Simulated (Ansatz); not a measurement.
`C=C/C=C\F` and `F/C=C\S` differ in one atom or group.

Ansatz, PBE0-D4/def2-TZVP geometries, multiplicity 1. Each molecule was computed in one conformer, which needn't be the lowest.

| property | `C=C/C=C\F` |
| --- | --- |
| HOMO–LUMO gap (B3LYP/def2-TZVPP) / eV | 5.48 |
| HOMO–LUMO gap (PBE/def2-TZVPP) / eV | 3.93 |
| HOMO energy (B3LYP/def2-TZVPP) / eV | -6.56 |
| LUMO energy (ωB97M-V/def2-TZVPP) / eV | 1.22 |
| LUMO energy (PBE0/def2-TZVPP) / eV | -0.86 |
| size of the dipole moment (B3LYP/def2-TZVPP) / D | 1.23 |

Q: Give the same properties after the change, and the shifts. (Best estimate.)

A: The calculation gave: 
```json
{"property": "HOMO–LUMO gap (B3LYP/def2-TZVPP) / eV", "`F/C=C\\S`": "6.29", "shift": "0.81"}
{"property": "HOMO–LUMO gap (PBE/def2-TZVPP) / eV", "`F/C=C\\S`": "4.63", "shift": "0.70"}
{"property": "HOMO energy (B3LYP/def2-TZVPP) / eV", "`F/C=C\\S`": "-6.32", "shift": "0.24"}
{"property": "LUMO energy (ωB97M-V/def2-TZVPP) / eV", "`F/C=C\\S`": "2.35", "shift": "1.13"}
{"property": "LUMO energy (PBE0/def2-TZVPP) / eV", "`F/C=C\\S`": "0.21", "shift": "1.07"}
{"property": "size of the dipole moment (B3LYP/def2-TZVPP) / D", "`F/C=C\\S`": "1.12", "shift": "-0.11"}
```

With PBE0 the HOMO rises by 0.23 eV and the LUMO rises by 1.07 eV, so the gap widens by about 0.84 eV. PBE moves the HOMO by 0.33 eV and ωB97M-V by 0.20 eV. Dipoles are sizes alone; their direction can turn.

B3LYP here is the variant with VWN-RPA as its local correlation; programs differ in this.
